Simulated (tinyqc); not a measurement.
UHF in the sto-6g basis, for H2O, spin multiplicity 1, step by step (part 3 of 3). Computed by tinyqc, a small Python program that keeps every step (integrals from PySCF). Command: `OMP_NUM_THREADS=1 python tinyqc.py 28045 28046 out.jsonl` (the two numbers bound the seeds that draw the settings). One thread of a shared host (Intel(R) Xeon(R) Processor @ 2.60GHz), about 0.2 s of CPU time with the checks.

Geometry (angstrom):
```
atom         x          y         z
O     0.000000   0.000000  0.000000
H     0.000000   0.962000  0.602000
H     0.000000  -1.002000  0.627000
```

## Iteration 21 (converged): orbitals

converged F(alpha) (hartree), order 1O 1s, 1O 2s, 1O 2px, 1O 2py, 1O 2pz, 2H 1s, 3H 1s:
$$\begin{pmatrix}
-20.512280 & -4.961888 & 0.000000 & -0.000872 & -0.023385 & -0.797451 & -0.715421 \\
-4.961888 & -2.287849 & 0.000007 & -0.008210 & -0.051537 & -0.745594 & -0.688614 \\
0.000000 & 0.000007 & -0.383945 & -0.000003 & 0.000013 & -0.000003 & -0.000004 \\
-0.000872 & -0.008210 & -0.000003 & -0.211923 & -0.008919 & -0.367692 & 0.350929 \\
-0.023385 & -0.051537 & 0.000013 & -0.008919 & -0.253407 & -0.280096 & -0.269872 \\
-0.797451 & -0.745594 & -0.000003 & -0.367692 & -0.280096 & -0.384037 & -0.175663 \\
-0.715421 & -0.688614 & -0.000004 & 0.350929 & -0.269872 & -0.175663 & -0.346417
\end{pmatrix}$$

converged F(beta) (hartree), order 1O 1s, 1O 2s, 1O 2px, 1O 2py, 1O 2pz, 2H 1s, 3H 1s:
$$\begin{pmatrix}
-20.512280 & -4.961888 & 0.000000 & -0.000872 & -0.023385 & -0.797451 & -0.715421 \\
-4.961888 & -2.287849 & -0.000007 & -0.008210 & -0.051537 & -0.745594 & -0.688614 \\
0.000000 & -0.000007 & -0.383945 & 0.000003 & -0.000013 & 0.000003 & 0.000004 \\
-0.000872 & -0.008210 & 0.000003 & -0.211923 & -0.008919 & -0.367692 & 0.350929 \\
-0.023385 & -0.051537 & -0.000013 & -0.008919 & -0.253407 & -0.280096 & -0.269872 \\
-0.797451 & -0.745594 & 0.000003 & -0.367692 & -0.280096 & -0.384037 & -0.175663 \\
-0.715421 & -0.688614 & 0.000004 & 0.350929 & -0.269872 & -0.175663 & -0.346417
\end{pmatrix}$$

X, order 1O 1s, 1O 2s, 1O 2px, 1O 2py, 1O 2pz, 2H 1s, 3H 1s:
$$\begin{pmatrix}
1.022187 & -0.130960 & 0.000000 & -0.000550 & -0.005247 & 0.017089 & 0.015986 \\
-0.130960 & 1.134482 & 0.000000 & 0.006994 & 0.052700 & -0.213158 & -0.191841 \\
0.000000 & 0.000000 & 1.000000 & 0.000000 & 0.000000 & 0.000000 & 0.000000 \\
-0.000550 & 0.006994 & 0.000000 & 1.069571 & 0.002912 & -0.173199 & 0.160849 \\
-0.005247 & 0.052700 & 0.000000 & 0.002912 & 1.024446 & -0.098448 & -0.090135 \\
0.017089 & -0.213158 & 0.000000 & -0.173199 & -0.098448 & 1.114165 & -0.042523 \\
0.015986 & -0.191841 & 0.000000 & 0.160849 & -0.090135 & -0.042523 & 1.097672
\end{pmatrix}$$

Diagonalise F' = X^T F X, C = X C', fill 5 alpha and 5 beta electrons from the bottom; D(s) = C_occ C_occ^T. Each column has its largest component positive (the first on a tie).

F' = X^T F X (alpha) (hartree):
$$\begin{pmatrix}
-20.188438 & -2.499063 & -0.000001 & -0.001462 & -0.041694 & -0.103275 & -0.083892 \\
-2.499063 & -1.281451 & 0.000010 & 0.005512 & 0.087173 & -0.387260 & -0.354244 \\
-0.000001 & 0.000010 & -0.383945 & -0.000003 & 0.000015 & -0.000006 & -0.000007 \\
-0.001462 & 0.005512 & -0.000003 & 0.003844 & -0.001743 & -0.396635 & 0.377914 \\
-0.041694 & 0.087173 & 0.000015 & -0.001743 & -0.166005 & -0.265598 & -0.253571 \\
-0.103275 & -0.387260 & -0.000006 & -0.396635 & -0.265598 & -0.027705 & -0.046080 \\
-0.083892 & -0.354244 & -0.000007 & 0.377914 & -0.253571 & -0.046080 & -0.035161
\end{pmatrix}$$

orbital energies (alpha) (hartree): MO1 -20.515183, MO2 -1.190067, MO3 -0.538461, MO4 -0.407054, MO5 -0.383945, MO6 0.396692, MO7 0.559157

coefficients C (alpha), order 1O 1s, 1O 2s, 1O 2px, 1O 2py, 1O 2pz, 2H 1s, 3H 1s:
$$\begin{pmatrix}
0.996896 & -0.230159 & 0.007479 & 0.077463 & 0.000018 & 0.097841 & -0.013707 \\
0.013880 & 0.907546 & -0.041767 & -0.425991 & -0.000101 & -0.610973 & 0.094509 \\
0.000000 & -0.000007 & 0.000006 & -0.000219 & 1.000000 & -0.000024 & -0.000001 \\
0.000154 & 0.008357 & 0.593356 & -0.023403 & -0.000006 & 0.094283 & 0.915604 \\
0.001990 & 0.065546 & 0.033015 & 0.771510 & 0.000153 & -0.680783 & 0.077681 \\
-0.002687 & 0.140841 & 0.462354 & 0.313696 & 0.000081 & 0.623526 & -0.779607 \\
-0.002422 & 0.127210 & -0.441715 & 0.360046 & 0.000101 & 0.756802 & 0.603378
\end{pmatrix}$$

F' = X^T F X (beta) (hartree):
$$\begin{pmatrix}
-20.188438 & -2.499063 & 0.000001 & -0.001462 & -0.041694 & -0.103275 & -0.083892 \\
-2.499063 & -1.281451 & -0.000010 & 0.005512 & 0.087173 & -0.387260 & -0.354244 \\
0.000001 & -0.000010 & -0.383945 & 0.000003 & -0.000015 & 0.000006 & 0.000007 \\
-0.001462 & 0.005512 & 0.000003 & 0.003844 & -0.001743 & -0.396635 & 0.377914 \\
-0.041694 & 0.087173 & -0.000015 & -0.001743 & -0.166005 & -0.265598 & -0.253571 \\
-0.103275 & -0.387260 & 0.000006 & -0.396635 & -0.265598 & -0.027705 & -0.046080 \\
-0.083892 & -0.354244 & 0.000007 & 0.377914 & -0.253571 & -0.046080 & -0.035161
\end{pmatrix}$$

orbital energies (beta) (hartree): MO1 -20.515183, MO2 -1.190067, MO3 -0.538461, MO4 -0.407054, MO5 -0.383945, MO6 0.396692, MO7 0.559157

coefficients C (beta), order 1O 1s, 1O 2s, 1O 2px, 1O 2py, 1O 2pz, 2H 1s, 3H 1s:
$$\begin{pmatrix}
0.996896 & -0.230159 & 0.007479 & 0.077463 & -0.000018 & 0.097841 & -0.013707 \\
0.013880 & 0.907546 & -0.041767 & -0.425991 & 0.000101 & -0.610973 & 0.094509 \\
0.000000 & 0.000007 & -0.000006 & 0.000219 & 1.000000 & 0.000024 & 0.000001 \\
0.000154 & 0.008357 & 0.593356 & -0.023403 & 0.000006 & 0.094283 & 0.915604 \\
0.001990 & 0.065546 & 0.033015 & 0.771510 & -0.000153 & -0.680783 & 0.077681 \\
-0.002687 & 0.140841 & 0.462354 & 0.313696 & -0.000081 & 0.623526 & -0.779607 \\
-0.002422 & 0.127210 & -0.441715 & 0.360046 & -0.000101 & 0.756802 & 0.603378
\end{pmatrix}$$

D(alpha) after iteration 21, order 1O 1s, 1O 2s, 1O 2px, 1O 2py, 1O 2pz, 2H 1s, 3H 1s:
$$\begin{pmatrix}
1.052833 & -0.228354 & 0.000002 & 0.000855 & 0.046908 & -0.007337 & -0.007106 \\
-0.228354 & 1.007046 & -0.000014 & -0.007227 & -0.270522 & -0.025160 & -0.019512 \\
0.000002 & -0.000014 & 1.000000 & 0.000003 & -0.000016 & 0.000014 & 0.000018 \\
0.000855 & -0.007227 & 0.000003 & 0.352689 & 0.002082 & 0.268176 & -0.269458 \\
0.046908 & -0.270522 & -0.000016 & 0.002082 & 0.600618 & 0.266510 & 0.271529 \\
-0.007337 & -0.025160 & 0.000014 & 0.268176 & 0.266510 & 0.332020 & -0.073361 \\
-0.007106 & -0.019512 & 0.000018 & -0.269458 & 0.271529 & -0.073361 & 0.340934
\end{pmatrix}$$

D(beta) after iteration 21, order 1O 1s, 1O 2s, 1O 2px, 1O 2py, 1O 2pz, 2H 1s, 3H 1s:
$$\begin{pmatrix}
1.052833 & -0.228354 & -0.000002 & 0.000855 & 0.046908 & -0.007337 & -0.007106 \\
-0.228354 & 1.007046 & 0.000014 & -0.007227 & -0.270522 & -0.025160 & -0.019512 \\
-0.000002 & 0.000014 & 1.000000 & -0.000003 & 0.000016 & -0.000014 & -0.000018 \\
0.000855 & -0.007227 & -0.000003 & 0.352689 & 0.002082 & 0.268176 & -0.269458 \\
0.046908 & -0.270522 & 0.000016 & 0.002082 & 0.600618 & 0.266510 & 0.271529 \\
-0.007337 & -0.025160 & -0.000014 & 0.268176 & 0.266510 & 0.332020 & -0.073361 \\
-0.007106 & -0.019512 & -0.000018 & -0.269458 & 0.271529 & -0.073361 & 0.340934
\end{pmatrix}$$

## Convergence

Stop when the energy changes by less than 1e-09 hartree and every element of the error matrix X^T (F D S - S D F) X (for each spin) is below 9e-06.

Course of the cycle:
```
iteration   E (hartree)     change  largest element of the error matrix
1          -74.08059366          -                             2.63e-01
2          -75.01066237  -9.30e-01                             2.75e-01
3          -75.46297053  -4.52e-01                             1.47e-01
4          -75.56154322  -9.86e-02                             7.24e-02
5          -75.59761537  -3.61e-02                             3.27e-02
6          -75.61174331  -1.41e-02                             1.90e-02
7          -75.61659771  -4.85e-03                             1.01e-02
8          -75.61820236  -1.60e-03                             5.54e-03
9          -75.61889603  -6.94e-04                             3.47e-03
10         -75.61918211  -2.86e-04                             2.06e-03
11         -75.61926678  -8.47e-05                             1.18e-03
12         -75.61929499  -2.82e-05                             6.63e-04
13         -75.61930381  -8.82e-06                             3.72e-04
14         -75.61930660  -2.79e-06                             2.08e-04
15         -75.61930747  -8.77e-07                             1.17e-04
16         -75.61930776  -2.82e-07                             6.52e-05
17         -75.61930784  -8.88e-08                             3.67e-05
18         -75.61930787  -2.84e-08                             2.05e-05
19         -75.61930788  -8.89e-09                             1.15e-05
20         -75.61930788  -2.80e-09                             6.41e-06
21         -75.61930789  -8.81e-10                             3.59e-06
```

PySCF UHF in the same basis, after a stability check = -75.61930789 hartree

Converged in 21 iterations.

## Populations, bond orders and dipole

overlap S, order 1O 1s, 1O 2s, 1O 2px, 1O 2py, 1O 2pz, 2H 1s, 3H 1s:
$$\begin{pmatrix}
1.000000 & 0.231145 & 0.000000 & 0.000000 & 0.000000 & 0.036821 & 0.033014 \\
0.231145 & 1.000000 & 0.000000 & 0.000000 & 0.000000 & 0.368471 & 0.342630 \\
0.000000 & 0.000000 & 1.000000 & 0.000000 & 0.000000 & 0.000000 & 0.000000 \\
0.000000 & 0.000000 & 0.000000 & 1.000000 & 0.000000 & 0.277011 & -0.261743 \\
0.000000 & 0.000000 & 0.000000 & 0.000000 & 1.000000 & 0.173348 & 0.163785 \\
0.036821 & 0.368471 & 0.000000 & 0.277011 & 0.173348 & 1.000000 & 0.126962 \\
0.033014 & 0.342630 & 0.000000 & -0.261743 & 0.163785 & 0.126962 & 1.000000
\end{pmatrix}$$

Mulliken: Z minus the diagonal of D S on the atom; Loewdin: the same with S^(1/2) D S^(1/2); Mayer order: 2 sum_s sum (D(s) S)_ij (D(s) S)_ji over the two atoms.

Charges (e):
```
atom   Mulliken    Loewdin  Mulliken spin
1O    -0.253295  -0.191984              0
2H     0.132696   0.099555              0
3H     0.120599   0.092429              0
```

Mayer bond orders:
```
pair     order
2-1   0.965046
3-1   0.968110
3-2   0.017346
```

dipole moment about the origin, x y z (debye): [0.000000, 0.028006, 1.434179]

<S^2> of the determinant (pure state: 0) = 2.27e-09
